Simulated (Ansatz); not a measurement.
Gas-phase reaction in SMILES: [OH] (HO) → [OH-] (an electron is taken up)

Wanted: adiabatic electron affinity (0 K, with zero-point energies), in eV. Positive where the reaction releases energy. Set-up: frozen cores in correlated levels; UHF or UKS for open shells; non-relativistic; no spin-orbit coupling; 6-311+G** with 5d. CBS marks a two-point X^-3 extrapolation of the correlation energy; Hartree-Fock from the larger set. First-principles rows: single points at B3LYP-D3(BJ) geometries (Ansatz, a first-principles code), with unscaled harmonic terms from B3LYP/6-31G* at its own minima.

```tsv
species	coefficient	E at B3LYP/6-311+G** (Ansatz), Eh	E at PBE/def2-TZVPD (Ansatz), Eh	zero-point energy, kcal/mol
[OH] (HO)	+1	-75.76234	-75.68445	5.21
[OH-]	-1	-75.82732	-75.75682	4.88
```

Coupled cluster (Ansatz) is a level with limits of its own, used here on species with T1 under 0.025 (0.045 for open shells) and stable references: CCSD(T)/CBS(aug-cc-pVTZ,aug-cc-pVQZ). Value to compare with, CCSD(T)/CBS(aug-cc-pVTZ,aug-cc-pVQZ) (Ansatz): 1.85 eV. 1 Eh = 27.2114 eV and 1 eV = 23.0605 kcal/mol.

**Question.** Compute it at each level from the table, and compare with CCSD(T)/CBS(aug-cc-pVTZ,aug-cc-pVQZ) (Ansatz).

**Answer.** 
- B3LYP/6-311+G**: the sum of coefficient times E is 0.06498 Eh, or 1.768 eV; the thermal terms add 0.014. Result: 1.78 eV. Its difference against CCSD(T)/CBS(aug-cc-pVTZ,aug-cc-pVQZ) (Ansatz) is -0.07 eV.
- PBE/def2-TZVPD: the sum of coefficient times E is 0.07237 Eh, or 1.969 eV; the thermal terms add 0.014. Result: 1.98 eV. Its difference against CCSD(T)/CBS(aug-cc-pVTZ,aug-cc-pVQZ) (Ansatz) is 0.13 eV.
